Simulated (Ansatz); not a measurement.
**CH₃+ (triplet): wave-function methods side by side, def2-TZVPP**

The task here is to estimate one member of a computed series from the others.

The runs use Ansatz 0.2.0, Gaussian basis; def2-TZVPP, core rule «outside noble gas», up to 1 orbitals frozen.

Plan: UHF; ROHF; CCSD(T) on UHF.

2 further runs of the same task are left out: 2 set aside as unsound or not needed.

### What is computed

The geometry is a PBE0/def2-TZVP stationary point (not a proven minimum) of the parent state, kept for this charge and spin.

4 atoms, charge 1, spin multiplicity 3.

Atoms are counted from 1 here; the program's logs count them from 0.

Bond lengths: C1–H2 1.080 Å, C1–H3 1.080 Å, C1–H4 1.080 Å. Angles: H2–C1–H3 120.0°, H2–C1–H4 120.0°, H3–C1–H4 120.0°.

Set-up of the first run:

in.yaml

```yaml
crystal:
  periodic: [false, false, false]
  atoms:
    - {symbol: C, position_ang: [0.000000, 0.000000, 0.000000]}
    - {symbol: H, position_ang: [1.079931, 0.014026, -0.000321]}
    - {symbol: H, position_ang: [-0.552113, 0.928231, -0.002734]}
    - {symbol: H, position_ang: [-0.527818, -0.942256, 0.003055]}
basis:
  gaussian: {orbitals: def2-TZVPP}
total_charge: 1
magnetization: {spin_polarized: true, initial_magnetization: 2}
hamiltonian: {xc: hf}
output: {orbitals: {seedname: orbitals}}
```

Command:

```sh
ansatz run in.yaml --threads 1 --pin off --events-out ev --progress --plain --max-ram 2560MiB --backend cpu
```

Steps of the session up to this table: UHF; ROHF; CCSD(T) on UHF.

One table of the session follows, with a row left open; its other results are not shown here.

| method | from UCCSD(T) (meV) |
| --- | --- |
| ROHF | +4127.7 |
| UHF | +3992.1 |
| UMP2 | ? |
| UCCSD | +99.5 |
| UCCSD(T) | 0 |

Estimate the missing values for UMP2.

The run gave: from UCCSD(T) (meV): +675.5. In the column «from UCCSD(T) (meV)» it lies between UCCSD (+99.5) and UHF (+3992.1).

Limits of these values: Warnings: coupled cluster took another determinant than the lowest.
